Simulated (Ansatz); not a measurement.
# BeMgH₂ (triplet): B3LYP, wB97M-V, B2PLYP over a scan of the scale of all distances, 6-31G, part 2 of 3

Ansatz 0.2.0, Gaussian basis; 6-31G, all electrons in the functionals, frozen cores in the correlation of double hybrids and RPA.

### 12 wB97M-V, 1.130

Contents of in.yaml:

```yaml
crystal:
  periodic: [false, false, false]
  atoms:
    - {symbol: Be, position_ang: [0.000000, -0.072336, 2.163036]}
    - {symbol: Mg, position_ang: [0.000000, -0.041546, -0.742281]}
    - {symbol: H, position_ang: [0.000000, 1.185452, 1.165879]}
    - {symbol: H, position_ang: [0.000000, 0.463148, -2.606963]}
basis:
  gaussian: {orbitals: 6-31G}
magnetization: {spin_polarized: true, initial_magnetization: 2}
hamiltonian: {xc: {name: wB97M-V}}
output: {orbitals: {seedname: orbitals}}
```

Command:

```
$ ansatz run in.yaml --threads 1 --pin off --events-out ev --progress --plain --max-ram 2393MiB
```

The log of the run:

```text
Functional definition: wB97M-V
  name "wB97M-V"
  cite "Mardirossian & Head-Gordon, J. Chem. Phys. 144, 214110 (2016) doi:10.1063/1.4952647"
  cite "Becke, J. Chem. Phys. 107, 8554 (1997) doi:10.1063/1.475007"
  cite "Vydrov & Van Voorhis, J. Chem. Phys. 133, 244103 (2010) doi:10.1063/1.3521275"
  # Of w^i u^j: cxij and so on, Table III.
  parameter omega = 0.3/bohr
  parameter cx = 0.15
  parameter cx01 = 1.007
  parameter cx10 = 0.259
  parameter css00 = 0.443
  parameter css04 = -1.437
  parameter css10 = -4.535
  parameter css20 = -3.390
  parameter css43 = 4.278
  parameter cos00 = 1.000
  parameter cos10 = 1.358
  parameter cos20 = 2.924
  parameter cos21 = -8.812
  parameter cos60 = -1.390
  parameter cos61 = 9.142
  parameter b = 6.0
  parameter c = 0.01
  gx(w, u) = 1 - cx + cx01*u + cx10*w
  gss(w, u) = css00 + css04*u^4 + css10*w + css20*w^2 + css43*w^4*u^3
  gos(w, u) = cos00 + cos10*w + (cos20 + cos21*u)*w^2 + (cos60 + cos61*u)*w^6
  exchange = spin_sum(e_x_unif_sr(omega)*gx(b97_w, b97_u_x)) + cx*exact_x_sr(omega) + exact_x_lr(omega)
  correlation = spin_sum(e_c_pw_mod_same_spin*gss(b97_w, b97_u_same))
      + integral(e_c_pw_mod_opposite_spin*gos(b97_w_opposite, b97_u_opposite)) + vv10(b, c)
321 factors; integrals over basis functions are off by at most 2.4e-4 eV
136 factors; integrals over basis functions are off by at most 5.5e-5 eV
mean field evaluation 1: about -5871.1018 eV, gradient 7.1e0 eV
mean field evaluation 2: about -5872.0609 eV, gradient 2.7e0 eV
mean field evaluation 4: about -5872.3239 eV, gradient 5.5e-1 eV
mean field evaluation 8: about -5872.5240 eV, gradient 6.9e-2 eV
mean field evaluation 16: about -5872.5243 eV, gradient 5.7e-4 eV
mean field -5872.52432741 eV, -215.8112884925 hartree, gradient 4.3e-5 eV, S^2 2.004266; 1 other end points of the search recorded, 0 dependent functions left out
reference -5872.52437657 eV, -215.8112902989 hartree; 10, 8 occupied and 16, 18 virtual orbitals, 321 factors
Total energy: -5872.52437657 eV, -215.8112902989 hartree
```

It took 8.5 s on 1 thread of Arm Neoverse V1, shared host.

From the report: ⟨S²⟩ of the determinant 2.004 (pure triplet: 2.00).

From 1.000: +8.0 kcal/mol.

### 13 wB97M-V, 1.301

Contents of in.yaml:

```yaml
crystal:
  periodic: [false, false, false]
  atoms:
    - {symbol: Be, position_ang: [0.000000, -0.083282, 2.490362]}
    - {symbol: Mg, position_ang: [0.000000, -0.047834, -0.854609]}
    - {symbol: H, position_ang: [0.000000, 1.364843, 1.342308]}
    - {symbol: H, position_ang: [0.000000, 0.533235, -3.001468]}
basis:
  gaussian: {orbitals: 6-31G}
magnetization: {spin_polarized: true, initial_magnetization: 2}
hamiltonian: {xc: {name: wB97M-V}}
output: {forces: true, orbitals: {seedname: orbitals}}
```

The command is unchanged.

The log of the run:

```text
Functional definition: wB97M-V
  name "wB97M-V"
  cite "Mardirossian & Head-Gordon, J. Chem. Phys. 144, 214110 (2016) doi:10.1063/1.4952647"
  cite "Becke, J. Chem. Phys. 107, 8554 (1997) doi:10.1063/1.475007"
  cite "Vydrov & Van Voorhis, J. Chem. Phys. 133, 244103 (2010) doi:10.1063/1.3521275"
  # Of w^i u^j: cxij and so on, Table III.
  parameter omega = 0.3/bohr
  parameter cx = 0.15
  parameter cx01 = 1.007
  parameter cx10 = 0.259
  parameter css00 = 0.443
  parameter css04 = -1.437
  parameter css10 = -4.535
  parameter css20 = -3.390
  parameter css43 = 4.278
  parameter cos00 = 1.000
  parameter cos10 = 1.358
  parameter cos20 = 2.924
  parameter cos21 = -8.812
  parameter cos60 = -1.390
  parameter cos61 = 9.142
  parameter b = 6.0
  parameter c = 0.01
  gx(w, u) = 1 - cx + cx01*u + cx10*w
  gss(w, u) = css00 + css04*u^4 + css10*w + css20*w^2 + css43*w^4*u^3
  gos(w, u) = cos00 + cos10*w + (cos20 + cos21*u)*w^2 + (cos60 + cos61*u)*w^6
  exchange = spin_sum(e_x_unif_sr(omega)*gx(b97_w, b97_u_x)) + cx*exact_x_sr(omega) + exact_x_lr(omega)
  correlation = spin_sum(e_c_pw_mod_same_spin*gss(b97_w, b97_u_same))
      + integral(e_c_pw_mod_opposite_spin*gos(b97_w_opposite, b97_u_opposite)) + vv10(b, c)
321 factors; integrals over basis functions are off by at most 2.6e-4 eV
136 factors; integrals over basis functions are off by at most 6.0e-5 eV
mean field evaluation 1: about -5870.2413 eV, gradient 6.7e0 eV
mean field evaluation 2: about -5871.0640 eV, gradient 2.5e0 eV
mean field evaluation 4: about -5871.1855 eV, gradient 1.0e0 eV
mean field evaluation 8: about -5871.4305 eV, gradient 2.7e-1 eV
mean field evaluation 16: about -5871.4366 eV, gradient 6.0e-3 eV
mean field -5871.43656111 eV, -215.7713138180 hartree, gradient 5.6e-5 eV, S^2 2.017167; 0 other end points of the search recorded, 0 dependent functions left out
the calculation of the forces begins
reference -5871.43661190 eV, -215.7713156847 hartree; 10, 8 occupied and 16, 18 virtual orbitals, 321 factors
Total energy: -5871.43661190 eV, -215.7713156847 hartree
Atom 0 at     0.000000    -0.083282     2.490362 Å, force     0.000000     1.640263    -1.659945 eV/Å
Atom 1 at     0.000000    -0.047834    -0.854609 Å, force    -0.000000     0.397923    -1.133656 eV/Å
Atom 2 at     0.000000     1.364843     1.342308 Å, force    -0.000000    -1.652399     1.205580 eV/Å
Atom 3 at     0.000000     0.533235    -3.001468 Å, force     0.000000    -0.385787     1.588021 eV/Å
Dipole moment:    -0.000000    -0.214860     0.712822 e Å
```

Wall time 9.5 s (1 thread of Arm Neoverse V1, shared host).

From the report: ⟨S²⟩ of the determinant 2.017 (pure triplet: 2.00).

From 1.000: +33.0 kcal/mol.

### 14 wB97M-V, 1.526

Contents of in.yaml:

```yaml
crystal:
  periodic: [false, false, false]
  atoms:
    - {symbol: Be, position_ang: [0.000000, -0.097685, 2.921055]}
    - {symbol: Mg, position_ang: [0.000000, -0.056106, -1.002408]}
    - {symbol: H, position_ang: [0.000000, 1.600884, 1.574452]}
    - {symbol: H, position_ang: [0.000000, 0.625454, -3.520554]}
basis:
  gaussian: {orbitals: 6-31G}
magnetization: {spin_polarized: true, initial_magnetization: 2}
hamiltonian: {xc: {name: wB97M-V}}
output: {forces: true, orbitals: {seedname: orbitals}}
```

Same command.

The log of the run:

```text
Functional definition: wB97M-V
  name "wB97M-V"
  cite "Mardirossian & Head-Gordon, J. Chem. Phys. 144, 214110 (2016) doi:10.1063/1.4952647"
  cite "Becke, J. Chem. Phys. 107, 8554 (1997) doi:10.1063/1.475007"
  cite "Vydrov & Van Voorhis, J. Chem. Phys. 133, 244103 (2010) doi:10.1063/1.3521275"
  # Of w^i u^j: cxij and so on, Table III.
  parameter omega = 0.3/bohr
  parameter cx = 0.15
  parameter cx01 = 1.007
  parameter cx10 = 0.259
  parameter css00 = 0.443
  parameter css04 = -1.437
  parameter css10 = -4.535
  parameter css20 = -3.390
  parameter css43 = 4.278
  parameter cos00 = 1.000
  parameter cos10 = 1.358
  parameter cos20 = 2.924
  parameter cos21 = -8.812
  parameter cos60 = -1.390
  parameter cos61 = 9.142
  parameter b = 6.0
  parameter c = 0.01
  gx(w, u) = 1 - cx + cx01*u + cx10*w
  gss(w, u) = css00 + css04*u^4 + css10*w + css20*w^2 + css43*w^4*u^3
  gos(w, u) = cos00 + cos10*w + (cos20 + cos21*u)*w^2 + (cos60 + cos61*u)*w^6
  exchange = spin_sum(e_x_unif_sr(omega)*gx(b97_w, b97_u_x)) + cx*exact_x_sr(omega) + exact_x_lr(omega)
  correlation = spin_sum(e_c_pw_mod_same_spin*gss(b97_w, b97_u_same))
      + integral(e_c_pw_mod_opposite_spin*gos(b97_w_opposite, b97_u_opposite)) + vv10(b, c)
321 factors; integrals over basis functions are off by at most 2.6e-4 eV
136 factors; integrals over basis functions are off by at most 6.6e-5 eV
mean field evaluation 1: about -5869.1356 eV, gradient 6.2e0 eV
mean field evaluation 2: about -5869.8820 eV, gradient 2.4e0 eV
mean field evaluation 4: about -5869.9625 eV, gradient 7.9e-1 eV
mean field evaluation 8: about -5870.0979 eV, gradient 1.7e-1 eV
mean field evaluation 16: about -5870.1010 eV, gradient 4.1e-3 eV
mean field evaluation 32: about -5870.1010 eV, gradient 5.8e-5 eV
mean field -5870.10098189 eV, -215.7222321871 hartree, gradient 5.8e-5 eV, S^2 2.052856; 2 other end points of the search recorded, 0 dependent functions left out
the calculation of the forces begins
reference -5870.10103408 eV, -215.7222341051 hartree; 10, 8 occupied and 16, 18 virtual orbitals, 321 factors
Total energy: -5870.10103408 eV, -215.7222341051 hartree
Atom 0 at     0.000000    -0.097685     2.921055 Å, force     0.000000     1.406879    -1.217776 eV/Å
Atom 1 at     0.000000    -0.056106    -1.002408 Å, force    -0.000000     0.229141    -0.841212 eV/Å
Atom 2 at     0.000000     1.600884     1.574452 Å, force    -0.000000    -1.394047     1.110218 eV/Å
Atom 3 at     0.000000     0.625454    -3.520554 Å, force     0.000000    -0.241973     0.948770 eV/Å
Dipole moment:     0.000000    -0.245188     0.758277 e Å
```

Wall time 10 s (1 thread of Arm Neoverse V1, shared host).

From the report: ⟨S²⟩ of the determinant 2.053 (pure triplet: 2.00).

From 1.000: +63.8 kcal/mol.

### 15 wB97M-V, 1.763

Contents of in.yaml:

```yaml
crystal:
  periodic: [false, false, false]
  atoms:
    - {symbol: Be, position_ang: [0.000000, -0.112856, 3.374719]}
    - {symbol: Mg, position_ang: [0.000000, -0.064820, -1.158090]}
    - {symbol: H, position_ang: [0.000000, 1.849514, 1.818977]}
    - {symbol: H, position_ang: [0.000000, 0.722592, -4.067324]}
basis:
  gaussian: {orbitals: 6-31G}
magnetization: {spin_polarized: true, initial_magnetization: 2}
hamiltonian: {xc: {name: wB97M-V}}
output: {forces: true, orbitals: {seedname: orbitals}}
```

The command is unchanged.

The log of the run:

```text
Functional definition: wB97M-V
  name "wB97M-V"
  cite "Mardirossian & Head-Gordon, J. Chem. Phys. 144, 214110 (2016) doi:10.1063/1.4952647"
  cite "Becke, J. Chem. Phys. 107, 8554 (1997) doi:10.1063/1.475007"
  cite "Vydrov & Van Voorhis, J. Chem. Phys. 133, 244103 (2010) doi:10.1063/1.3521275"
  # Of w^i u^j: cxij and so on, Table III.
  parameter omega = 0.3/bohr
  parameter cx = 0.15
  parameter cx01 = 1.007
  parameter cx10 = 0.259
  parameter css00 = 0.443
  parameter css04 = -1.437
  parameter css10 = -4.535
  parameter css20 = -3.390
  parameter css43 = 4.278
  parameter cos00 = 1.000
  parameter cos10 = 1.358
  parameter cos20 = 2.924
  parameter cos21 = -8.812
  parameter cos60 = -1.390
  parameter cos61 = 9.142
  parameter b = 6.0
  parameter c = 0.01
  gx(w, u) = 1 - cx + cx01*u + cx10*w
  gss(w, u) = css00 + css04*u^4 + css10*w + css20*w^2 + css43*w^4*u^3
  gos(w, u) = cos00 + cos10*w + (cos20 + cos21*u)*w^2 + (cos60 + cos61*u)*w^6
  exchange = spin_sum(e_x_unif_sr(omega)*gx(b97_w, b97_u_x)) + cx*exact_x_sr(omega) + exact_x_lr(omega)
  correlation = spin_sum(e_c_pw_mod_same_spin*gss(b97_w, b97_u_same))
      + integral(e_c_pw_mod_opposite_spin*gos(b97_w_opposite, b97_u_opposite)) + vv10(b, c)
321 factors; integrals over basis functions are off by at most 2.8e-4 eV
136 factors; integrals over basis functions are off by at most 7.1e-5 eV
mean field evaluation 1: about -5868.4157 eV, gradient 5.5e0 eV
mean field evaluation 2: about -5869.1720 eV, gradient 2.5e0 eV
mean field evaluation 4: about -5869.2693 eV, gradient 1.2e0 eV
mean field evaluation 8: about -5869.4154 eV, gradient 1.6e-1 eV
mean field evaluation 16: about -5869.4185 eV, gradient 1.5e-3 eV
mean field -5869.41855002 eV, -215.6971532784 hartree, gradient 4.0e-5 eV, S^2 2.033217; 0 other end points of the search recorded, 0 dependent functions left out
the calculation of the forces begins
reference -5869.41860277 eV, -215.6971552168 hartree; 10, 8 occupied and 16, 18 virtual orbitals, 321 factors
Total energy: -5869.41860277 eV, -215.6971552168 hartree
Atom 0 at     0.000000    -0.112856     3.374719 Å, force    -0.000000     0.544078    -0.459872 eV/Å
Atom 1 at     0.000000    -0.064820    -1.158090 Å, force    -0.000000     0.077891    -0.201489 eV/Å
Atom 2 at     0.000000     1.849514     1.818977 Å, force    -0.000000    -0.555831     0.409091 eV/Å
Atom 3 at     0.000000     0.722592    -4.067324 Å, force     0.000000    -0.066137     0.252269 eV/Å
Dipole moment:    -0.000000    -0.121220     0.283965 e Å
```

Wall time 9.5 s (1 thread of Arm Neoverse V1, shared host).

From the report: ⟨S²⟩ of the determinant 2.033 (pure triplet: 2.00).

From 1.000: +79.6 kcal/mol.

### 16 wB97M-V, 2.021

Contents of in.yaml:

```yaml
crystal:
  periodic: [false, false, false]
  atoms:
    - {symbol: Be, position_ang: [0.000000, -0.129372, 3.868580]}
    - {symbol: Mg, position_ang: [0.000000, -0.074306, -1.327567]}
    - {symbol: H, position_ang: [0.000000, 2.120175, 2.085169]}
    - {symbol: H, position_ang: [0.000000, 0.828338, -4.662542]}
basis:
  gaussian: {orbitals: 6-31G}
magnetization: {spin_polarized: true, initial_magnetization: 2}
hamiltonian: {xc: {name: wB97M-V}}
output: {orbitals: {seedname: orbitals}}
```

Launched as before.

The log of the run:

```text
Functional definition: wB97M-V
  name "wB97M-V"
  cite "Mardirossian & Head-Gordon, J. Chem. Phys. 144, 214110 (2016) doi:10.1063/1.4952647"
  cite "Becke, J. Chem. Phys. 107, 8554 (1997) doi:10.1063/1.475007"
  cite "Vydrov & Van Voorhis, J. Chem. Phys. 133, 244103 (2010) doi:10.1063/1.3521275"
  # Of w^i u^j: cxij and so on, Table III.
  parameter omega = 0.3/bohr
  parameter cx = 0.15
  parameter cx01 = 1.007
  parameter cx10 = 0.259
  parameter css00 = 0.443
  parameter css04 = -1.437
  parameter css10 = -4.535
  parameter css20 = -3.390
  parameter css43 = 4.278
  parameter cos00 = 1.000
  parameter cos10 = 1.358
  parameter cos20 = 2.924
  parameter cos21 = -8.812
  parameter cos60 = -1.390
  parameter cos61 = 9.142
  parameter b = 6.0
  parameter c = 0.01
  gx(w, u) = 1 - cx + cx01*u + cx10*w
  gss(w, u) = css00 + css04*u^4 + css10*w + css20*w^2 + css43*w^4*u^3
  gos(w, u) = cos00 + cos10*w + (cos20 + cos21*u)*w^2 + (cos60 + cos61*u)*w^6
  exchange = spin_sum(e_x_unif_sr(omega)*gx(b97_w, b97_u_x)) + cx*exact_x_sr(omega) + exact_x_lr(omega)
  correlation = spin_sum(e_c_pw_mod_same_spin*gss(b97_w, b97_u_same))
      + integral(e_c_pw_mod_opposite_spin*gos(b97_w_opposite, b97_u_opposite)) + vv10(b, c)
323 factors; integrals over basis functions are off by at most 2.7e-4 eV
136 factors; integrals over basis functions are off by at most 7.4e-5 eV
mean field evaluation 1: about -5868.1832 eV, gradient 4.7e0 eV
mean field evaluation 2: about -5868.9046 eV, gradient 2.5e0 eV
mean field evaluation 4: about -5869.0512 eV, gradient 1.4e0 eV
mean field evaluation 8: about -5869.1985 eV, gradient 1.2e-1 eV
mean field evaluation 16: about -5869.1998 eV, gradient 1.7e-3 eV
mean field -5869.19976260 eV, -215.6891129891 hartree, gradient 5.7e-5 eV, S^2 2.008703; 0 other end points of the search recorded, 0 dependent functions left out
reference -5869.19981595 eV, -215.6891149498 hartree; 10, 8 occupied and 16, 18 virtual orbitals, 323 factors
Total energy: -5869.19981595 eV, -215.6891149498 hartree
```

It took 7.5 s on 1 thread of Arm Neoverse V1, shared host.

From the report: ⟨S²⟩ of the determinant 2.009 (pure triplet: 2.00).

From 1.000: +84.6 kcal/mol.

### 17 wB97M-V, 2.381

Contents of in.yaml:

```yaml
crystal:
  periodic: [false, false, false]
  atoms:
    - {symbol: Be, position_ang: [0.000000, -0.152417, 4.557689]}
    - {symbol: Mg, position_ang: [0.000000, -0.087542, -1.564046]}
    - {symbol: H, position_ang: [0.000000, 2.497841, 2.456599]}
    - {symbol: H, position_ang: [0.000000, 0.975889, -5.493079]}
basis:
  gaussian: {orbitals: 6-31G}
magnetization: {spin_polarized: true, initial_magnetization: 2}
hamiltonian: {xc: {name: wB97M-V}}
output: {forces: true, orbitals: {seedname: orbitals}}
```

Same command.

The log of the run:

```text
Functional definition: wB97M-V
  name "wB97M-V"
  cite "Mardirossian & Head-Gordon, J. Chem. Phys. 144, 214110 (2016) doi:10.1063/1.4952647"
  cite "Becke, J. Chem. Phys. 107, 8554 (1997) doi:10.1063/1.475007"
  cite "Vydrov & Van Voorhis, J. Chem. Phys. 133, 244103 (2010) doi:10.1063/1.3521275"
  # Of w^i u^j: cxij and so on, Table III.
  parameter omega = 0.3/bohr
  parameter cx = 0.15
  parameter cx01 = 1.007
  parameter cx10 = 0.259
  parameter css00 = 0.443
  parameter css04 = -1.437
  parameter css10 = -4.535
  parameter css20 = -3.390
  parameter css43 = 4.278
  parameter cos00 = 1.000
  parameter cos10 = 1.358
  parameter cos20 = 2.924
  parameter cos21 = -8.812
  parameter cos60 = -1.390
  parameter cos61 = 9.142
  parameter b = 6.0
  parameter c = 0.01
  gx(w, u) = 1 - cx + cx01*u + cx10*w
  gss(w, u) = css00 + css04*u^4 + css10*w + css20*w^2 + css43*w^4*u^3
  gos(w, u) = cos00 + cos10*w + (cos20 + cos21*u)*w^2 + (cos60 + cos61*u)*w^6
  exchange = spin_sum(e_x_unif_sr(omega)*gx(b97_w, b97_u_x)) + cx*exact_x_sr(omega) + exact_x_lr(omega)
  correlation = spin_sum(e_c_pw_mod_same_spin*gss(b97_w, b97_u_same))
      + integral(e_c_pw_mod_opposite_spin*gos(b97_w_opposite, b97_u_opposite)) + vv10(b, c)
323 factors; integrals over basis functions are off by at most 3.1e-4 eV
136 factors; integrals over basis functions are off by at most 7.8e-5 eV
mean field evaluation 1: about -5868.4172 eV, gradient 3.6e0 eV
mean field evaluation 2: about -5868.9233 eV, gradient 2.0e0 eV
mean field evaluation 4: about -5869.0849 eV, gradient 6.9e-1 eV
mean field evaluation 8: about -5869.1310 eV, gradient 6.8e-2 eV
mean field evaluation 16: about -5869.1313 eV, gradient 1.1e-3 eV
mean field -5869.13128808 eV, -215.6865965967 hartree, gradient 3.9e-5 eV, S^2 2.000813; 0 other end points of the search recorded, 0 dependent functions left out
the calculation of the forces begins
reference -5869.13134383 eV, -215.6865986458 hartree; 10, 8 occupied and 16, 18 virtual orbitals, 323 factors
Total energy: -5869.13134383 eV, -215.6865986458 hartree
Atom 0 at     0.000000    -0.152417     4.557689 Å, force     0.000000     0.010817    -0.017058 eV/Å
Atom 1 at     0.000000    -0.087542    -1.564046 Å, force    -0.000000     0.006922     0.014228 eV/Å
Atom 2 at     0.000000     2.497841     2.456599 Å, force    -0.000000    -0.016699    -0.000627 eV/Å
Atom 3 at     0.000000     0.975889    -5.493079 Å, force    -0.000000    -0.001040     0.003457 eV/Å
Dipole moment:     0.000000     0.016113    -0.015302 e Å
```

Wall time 14 s (1 thread of Arm Neoverse V1, shared host).

From the report: ⟨S²⟩ of the determinant 2.001 (pure triplet: 2.00).

From 1.000: +86.2 kcal/mol.

### 18 B2PLYP, 0.891

Contents of in.yaml:

```yaml
crystal:
  periodic: [false, false, false]
  atoms:
    - {symbol: Be, position_ang: [0.000000, -0.057036, 1.705544]}
    - {symbol: Mg, position_ang: [0.000000, -0.032759, -0.585285]}
    - {symbol: H, position_ang: [0.000000, 0.934723, 0.919290]}
    - {symbol: H, position_ang: [0.000000, 0.365190, -2.055579]}
basis:
  gaussian: {orbitals: 6-31G}
magnetization: {spin_polarized: true, initial_magnetization: 2}
hamiltonian: {xc: {name: B2PLYP}}
correlation: {electrons: outside_noble_gas}
```

The command is unchanged.

The log of the run, cut to the lines that bear on the results:

```text
Functional definition: B2PLYP
  name "B2PLYP"
  cite "Grimme, J. Chem. Phys. 124, 034108 (2006) doi:10.1063/1.2148954"
  cite "Becke, Phys. Rev. A 38, 3098 (1988) doi:10.1103/PhysRevA.38.3098"
  cite "Lee, Yang & Parr, Phys. Rev. B 37, 785 (1988) doi:10.1103/PhysRevB.37.785"
[...]
321 factors; integrals over basis functions are off by at most 2.1e-4 eV
[...]
mean field -5868.91847247 eV, -215.6787757675 hartree, gradient 2.6e-6 eV, S^2 2.001162; 2 other end points of the search recorded, 0 dependent functions left out
6 core orbitals not correlated: weight in the atoms' cores, before any rotation towards them, 1.000 or more for the frozen orbitals, at most 0.000 for the correlated occupied ones
reference -5868.91862169 eV, -215.6787812513 hartree; 4, 2 occupied and 16, 18 virtual orbitals, 321 factors
second order -1.19592576 eV of doubles, -0.00000000 eV of singles
Total energy: -5869.24152165 eV, -215.6906476057 hartree
```

Run time: 1.4 s. Hardware: 1 thread of Arm Neoverse V1, shared host.

From the report: ⟨S²⟩ of the determinant 2.001 (pure triplet: 2.00).

### 19 B2PLYP, 1.000

Contents of in.yaml:

```yaml
crystal:
  periodic: [false, false, false]
  atoms:
    - {symbol: Be, position_ang: [0.000000, -0.064014, 1.914191]}
    - {symbol: Mg, position_ang: [0.000000, -0.036767, -0.656886]}
    - {symbol: H, position_ang: [0.000000, 1.049072, 1.031751]}
    - {symbol: H, position_ang: [0.000000, 0.409865, -2.307047]}
basis:
  gaussian: {orbitals: 6-31G}
magnetization: {spin_polarized: true, initial_magnetization: 2}
hamiltonian: {xc: {name: B2PLYP}}
correlation: {electrons: outside_noble_gas}
```

Same command.

The log of the run, cut to the lines that bear on the results:

```text
Functional definition: B2PLYP
  name "B2PLYP"
  cite "Grimme, J. Chem. Phys. 124, 034108 (2006) doi:10.1063/1.2148954"
  cite "Becke, Phys. Rev. A 38, 3098 (1988) doi:10.1103/PhysRevA.38.3098"
  cite "Lee, Yang & Parr, Phys. Rev. B 37, 785 (1988) doi:10.1103/PhysRevB.37.785"
[...]
321 factors; integrals over basis functions are off by at most 2.2e-4 eV
[...]
mean field -5869.54325054 eV, -215.7017359379 hartree, gradient 1.6e-6 eV, S^2 2.002566; 2 other end points of the search recorded, 0 dependent functions left out
6 core orbitals not correlated: weight in the atoms' cores, before any rotation towards them, 1.000 or more for the frozen orbitals, at most 0.000 for the correlated occupied ones
reference -5869.54340109 eV, -215.7017414707 hartree; 4, 2 occupied and 16, 18 virtual orbitals, 321 factors
second order -1.26273767 eV of doubles, -0.00000000 eV of singles
Total energy: -5869.88434026 eV, -215.7142707542 hartree
```

Wall time 1.2 s (1 thread of Arm Neoverse V1, shared host).

From the report: ⟨S²⟩ of the determinant 2.003 (pure triplet: 2.00).

(Part 2 of 3 ends here.)
